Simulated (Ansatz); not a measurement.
# How far each method lies from full CI for B2⁺, doublet

Geometry: a point of a stretch scan, not a stationary point.

```
atom   x (Å)   y (Å)   z (Å)
   B  0.0000  0.0000  0.0000
   B  0.0000  0.0000  3.0890
```

Basis cc-pVTZ; Ansatz 0.2.0. Correlated methods freeze the noble-gas cores, which leaves 5 electrons in 58 orbitals. Prefix R: restricted or restricted open-shell reference; prefix U: unrestricted. Active spaces: pair = (3e, 3o) about the gap; valence = (5e, 8o) chosen from the atoms' valence shells.

Full CI is exact within this basis and frozen core; it isn't the basis-set limit. The frozen core follows each run's orbitals, which can shift R against U totals by a few meV.

Unrestricted rows (U) aren't spin-pure: their determinants' ⟨S²⟩ exceeds S(S+1) by up to 0.11, so they mix in states of higher spin. For open shells CISD is restricted-active-space CI with the open shells as a complete middle space.

- UHF ⟨S²⟩: 0.856
- T1 diagnostic (RCCSD): 0.0327
- largest doubles amplitude (RCCSD): 0.088
- T1 diagnostic (UCCSD): 0.0428

```json
{"level": "RHF", "E − E(full CI) (kJ/mol)": "369.8", "share of correlation (%)": "0.00", "wall time": "–"}
{"level": "UHF", "E − E(full CI) (kJ/mol)": "344.0", "share of correlation (%)": "6.99", "wall time": "–"}
{"level": "RMP2", "E − E(full CI) (kJ/mol)": "124.9", "share of correlation (%)": "66.23", "wall time": "–"}
{"level": "UMP2", "E − E(full CI) (kJ/mol)": "129.4", "share of correlation (%)": "65.02", "wall time": "–"}
{"level": "CISD", "E − E(full CI) (kJ/mol)": "33.4", "share of correlation (%)": "90.97", "wall time": "1.8 s"}
{"level": "RCCSD*", "E − E(full CI) (kJ/mol)": "11.5", "share of correlation (%)": "96.89", "wall time": "–"}
{"level": "UCCSD*", "E − E(full CI) (kJ/mol)": "10.8", "share of correlation (%)": "97.07", "wall time": "–"}
{"level": "RCCSD(T)*", "E − E(full CI) (kJ/mol)": "2.6", "share of correlation (%)": "99.30", "wall time": "8 s"}
{"level": "UCCSD(T)*", "E − E(full CI) (kJ/mol)": "2.7", "share of correlation (%)": "99.28", "wall time": "6 s"}
{"level": "BCCD(T)*", "E − E(full CI) (kJ/mol)": "2.7", "share of correlation (%)": "99.27", "wall time": "4.4 s"}
{"level": "RCCSDT*", "E − E(full CI) (kJ/mol)": "0.3", "share of correlation (%)": "99.92", "wall time": "–"}
{"level": "UCCSDT*", "E − E(full CI) (kJ/mol)": "0.3", "share of correlation (%)": "99.92", "wall time": "–"}
{"level": "RCCSDT(Q)*", "E − E(full CI) (kJ/mol)": "0.0", "share of correlation (%)": "99.99", "wall time": "36 s"}
{"level": "UCCSDT(Q)*", "E − E(full CI) (kJ/mol)": "0.0", "share of correlation (%)": "100.00", "wall time": "24 s"}
{"level": "CASSCF (pair space)", "E − E(full CI) (kJ/mol)": "312.6", "share of correlation (%)": "15.47", "wall time": "–"}
{"level": "NEVPT2 (pair space)", "E − E(full CI) (kJ/mol)": "120.2", "share of correlation (%)": "67.51", "wall time": "1.7 s"}
{"level": "MRCISD (pair space)", "E − E(full CI) (kJ/mol)": "29.4", "share of correlation (%)": "92.05", "wall time": "–"}
{"level": "MRCISD+Q (pair space)", "E − E(full CI) (kJ/mol)": "-5.8", "share of correlation (%)": "101.57", "wall time": "2 s"}
{"level": "CASSCF (valence space)", "E − E(full CI) (kJ/mol)": "121.0", "share of correlation (%)": "67.29", "wall time": "–"}
{"level": "NEVPT2 (valence space)", "E − E(full CI) (kJ/mol)": "26.3", "share of correlation (%)": "92.89", "wall time": "1.3 s"}
{"level": "MRCISD (valence space)", "E − E(full CI) (kJ/mol)": "3.0", "share of correlation (%)": "99.19", "wall time": "–"}
{"level": "MRCISD+Q (valence space)", "E − E(full CI) (kJ/mol)": "-1.2", "share of correlation (%)": "100.32", "wall time": "2.8 s"}
```

An asterisk marks runs whose energy the program itself flagged as in doubt.

The correlation energy at full CI, counted from RHF, is -3.833 eV. That run took 2.3 min on 1 thread of Arm Neoverse V1, shared host over 6,390,972 determinants.

Times hold each run's SCF and search for its determinant on a shared host, so for small cases they say little of a method's own cost; they ran on 1 thread of Arm Neoverse V1. Some runs computed forces too.

Not variational, and here over 5 meV under the exact energy: MRCISD+Q (pair space), MRCISD+Q (valence space).

The full-CI state has the irrep Ag of D2h, in the program's axes (one component, if the state is degenerate).

Natural occupations of full CI about the gap: 1.874 1.837 0.979 0.057 0.054 0.054 0.052 0.052 0.009 0.006; effectively unpaired electrons, Σ n²(2−n)², 1.20.
